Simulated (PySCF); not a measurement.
Compound: C4H6N2.
Bonds: C1–N2, N2–C3 (aromatic), C3–C4 (aromatic), C4–N5 (aromatic), N5–C6 (aromatic), N2–C6 (aromatic). Hydrogens: H7, H8, H9 on C1; H10 on C3; H11 on C4; H12 on C6.

Method: PBE0-D3(BJ)/def2-SVP geometry optimisation, gas phase in PySCF; density fitting, grid level 1; the optimiser is geomeTRIC in internal coordinates, started from a GFN2-xTB structure with every atom displaced at random (about 0.01 Å).

Step 0: E = -7211.8626 eV
```
atom  x, y, z in Å  |  force x, y, z in eV/Å
C1     -1.5842   -0.2366    0.4248   -1.051   1.599   0.048
N2     -0.2520    0.0399    0.0415    0.734   0.178  -0.220
C3      0.7216   -0.8905   -0.1076    2.069   0.533  -0.420
C4      1.8994   -0.1929   -0.4557   -4.178   0.257   0.860
N5      1.5868    1.1252   -0.5240    0.569   0.568  -0.080
C6      0.3224    1.2475   -0.2189    0.599  -0.810  -0.111
H7     -1.6491   -0.5461    1.4612   -0.028  -0.321   0.559
H8     -2.0240   -0.9814   -0.2207   -0.346  -0.531  -0.360
H9     -2.1859    0.7095    0.3334    0.360  -0.723   0.009
H10     0.5627   -1.9345    0.0568   -0.266  -0.722   0.117
H11     2.8444   -0.5674   -0.6393    2.187  -0.855  -0.457
H12    -0.2082    2.1686   -0.1730   -0.649   0.826   0.053
```

Step 1: E = -7212.0144 eV
```
atom  x, y, z in Å  |  force x, y, z in eV/Å
C1     -1.6013   -0.2125    0.4270    0.098  -0.086  -0.119
N2     -0.2171    0.0462    0.1104   -0.098  -0.029   0.157
C3      0.7822   -0.8909   -0.0154   -0.441  -0.004  -0.457
C4      1.8621   -0.1935   -0.5006    0.965  -0.280   0.526
N5      1.5821    1.1365   -0.5944   -0.077   0.020  -0.118
C6      0.3279    1.2453   -0.2362   -0.177   0.102  -0.059
H7     -1.7143   -0.6815    1.4155    0.071  -0.030   0.011
H8     -2.0452   -0.8767   -0.3368   -0.024   0.118   0.139
H9     -2.1512    0.7363    0.4378   -0.021   0.025  -0.039
H10     0.5852   -1.9514    0.1451    0.127   0.098   0.069
H11     2.8821   -0.5859   -0.6641   -0.501   0.178  -0.111
H12    -0.2588    2.1696   -0.2099    0.077  -0.111   0.002
```

Question: Estimate the geometry and energy of step 2. (The exact step hangs on the optimiser's Hessian estimate; all steps are aligned on step 1, rigid shifts and turns removed.)

Answer: E = -7212.0267 eV, largest force 0.490 eV/Å
```
atom  x, y, z in Å  |  force x, y, z in eV/Å
C1     -1.6052   -0.2094    0.4381    0.071  -0.061   0.012
N2     -0.2298    0.0374    0.0887    0.154  -0.003  -0.465
C3      0.7714   -0.8899   -0.0708   -0.044  -0.340   0.343
C4      1.8967   -0.1908   -0.4432   -0.385   0.038  -0.160
N5      1.5805    1.1287   -0.5926    0.072   0.251   0.235
C6      0.3148    1.2334   -0.2662    0.190   0.098   0.041
H7     -1.6809   -0.6839    1.4280    0.002  -0.005  -0.003
H8     -2.0912   -0.8596   -0.3054   -0.014   0.007   0.008
H9     -2.1438    0.7465    0.4713    0.010  -0.001  -0.007
H10     0.5844   -1.9505    0.0800    0.064  -0.024   0.125
H11     2.9072   -0.5748   -0.6022   -0.137   0.038  -0.102
H12    -0.2703    2.1545   -0.2474    0.017   0.003  -0.025
```

The energy changes by -0.0122 eV. The first-order estimate −F·Δx gives -0.0792 eV and the mean of the old and new forces, exact on a quadratic surface, -0.0116 eV. The step makes an angle of 71° with the force vector and moves no atom by more than 0.068 Å.

What follows is the cost of the whole optimisation. The run took 37 s wall on an Arm Neoverse V1 with one thread, shared host with 32 logical CPUs at a one-minute load of 12, and the process peaked at 0.47 GiB of memory.
